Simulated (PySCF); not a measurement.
Species: C3H3ClO.
Atom-mapped SMILES: `[O:1]=[C:2]=[CH:3][CH2:4][Cl:5]` (hydrogens: H6 on C3; H7, H8 on C4)

Method: PySCF, PBE0-D3(BJ)/def2-SVP geometry optimisation, gas phase; density fitting, grid level 1; the optimiser is geomeTRIC in internal coordinates, started from a GFN2-xTB structure.

Step 0: E = -17710.7582 eV
```
atom  x, y, z in Å  |  force x, y, z in eV/Å
O1      2.5278   -0.8293    0.1579    0.034  -0.082   0.124
C2      1.5428   -0.2237    0.0739    1.218  -0.618  -0.055
C3      0.4571    0.4701   -0.0850   -1.421   0.319  -0.284
C4     -0.9009   -0.1252   -0.1956    0.307   0.054   0.611
Cl5    -1.7495   -0.1162    1.4072   -0.139  -0.030  -0.006
H6      0.5292    1.5435   -0.0100    0.217   0.541   0.060
H7     -1.5324    0.4566   -0.8636   -0.141   0.079  -0.254
H8     -0.8651   -1.1663   -0.5093   -0.074  -0.262  -0.196
```

Task: Estimate the geometry and energy of step 1. (The exact step hangs on the optimiser's Hessian estimate; all steps are aligned on step 0, rigid shifts and turns removed.)

Result: E = -17710.7950 eV, largest force 0.195 eV/Å
```
atom  x, y, z in Å  |  force x, y, z in eV/Å
O1      2.5274   -0.8448    0.1417   -0.020   0.046  -0.067
C2      1.5563   -0.2196    0.0436    0.043  -0.095   0.130
C3      0.4480    0.4883   -0.0714    0.076   0.103  -0.022
C4     -0.8972   -0.1263   -0.1675   -0.168  -0.012  -0.099
Cl5    -1.8061   -0.1208    1.3993    0.018   0.003   0.011
H6      0.5652    1.5743   -0.0024   -0.020  -0.034  -0.009
H7     -1.5292    0.4323   -0.8730    0.050  -0.055   0.042
H8     -0.8554   -1.1739   -0.4949    0.022   0.042   0.013
```

The energy changes by -0.0368 eV. The first-order estimate −F·Δx gives -0.0795 eV and the mean of the old and new forces, exact on a quadratic surface, -0.0359 eV. The step makes an angle of 69° with the force vector and moves no atom by more than 0.057 Å.

The cost below is that of the whole optimisation. Hardware: an Arm Neoverse V1 with one thread, shared host. Cost: 10 s wall.
